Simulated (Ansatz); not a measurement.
Task: a relaxed scan of one distance of FH3Si, SMILES F[SiH3], with the Ansatz DFT code, driven from Python. Give the script and its output. Settings (for the species named): B3LYP, def2-SVP basis, multiplicity 1.

```xyz
5

F    -1.2740    0.1593    0.8512
Si    0.0114   -0.0127   -0.0189
H    -0.3763   -0.1807   -1.4626
H     0.7949   -1.2107    0.4675
H     0.8940    1.1711    0.1214
```

`fh3si_relaxed_scan.py`
```python
import ansatz as az
import numpy as np

BASIS_SET = "def2-SVP"
FUNCTIONAL = "b3lyp"

geometry_ang = [
    ("F", [-1.274, 0.1593, 0.8512]),
    ("Si", [0.0114, -0.0127, -0.0189]),
    ("H", [-0.3763, -0.1807, -1.4626]),
    ("H", [0.7949, -1.2107, 0.4675]),
    ("H", [0.894, 1.1711, 0.1214]),
]
fh3si = az.Crystal.molecule()
for symbol, xyz in geometry_ang:
    fh3si = fh3si.atom(symbol, xyz)

setup = (
    fh3si.calculation()
    .basis(gaussian=BASIS_SET)
    .functional(FUNCTIONAL)
)
symbols = [site.symbol for site in fh3si.cartesian_sites]
pairs = [(0, 1), (1, 2), (1, 3), (1, 4)]
print("held (A)   E (eV)        ", "  ".join(f"{symbols[i]}{i}-{symbols[j]}{j}" for i, j in pairs))
for length in [1.36, 1.48, 1.6, 1.78, 2.0]:
    data = setup.relax(constraints=[az.DistanceConstraint((1, 4), at=length)], force_tolerance=0.02, max_steps=60).run().report
    xyz = np.array(data["positions_ang"])
    print(f"{length:6.2f} {data['free_energy_ev']:14.5f}  ", "  ".join(f"{np.linalg.norm(xyz[i] - xyz[j]):.3f}" for i, j in pairs))
```

Output of `python fh3si_relaxed_scan.py`:
```text
held (A)   E (eV)         F0-Si1  Si1-H2  Si1-H3  Si1-H4
DeckWarning: relax.constraints: the input's atoms, or those drawn, lie off the distances that are held; a relaxation that starts there is brought onto them ahead of its first SCF, by positions alone, [...]
  1.36   -10640.28013   1.630  1.489  1.489  1.360
  1.48   -10640.45726   1.628  1.487  1.487  1.480
  1.60   -10640.35966   1.627  1.487  1.487  1.600
  1.78   -10639.93862   1.624  1.484  1.484  1.780
  2.00   -10639.24045   1.622  1.483  1.483  2.000
```
(Warnings from the package without file and line, shortened, repeats left out.)

Caveats:
- Total energies depend on the basis set; only differences at equal settings carry meaning.
- The energies are electronic: no zero-point or thermal terms, and the basis set is short of its limit.
- b3lyp holds the VWN-RPA fit, as in Gaussian; the form of ORCA and Turbomole is b3lyp5.
- Wall time of the script: 25 s on 1 thread of Arm Neoverse V1 (shared host), peak memory 0.17 GiB.
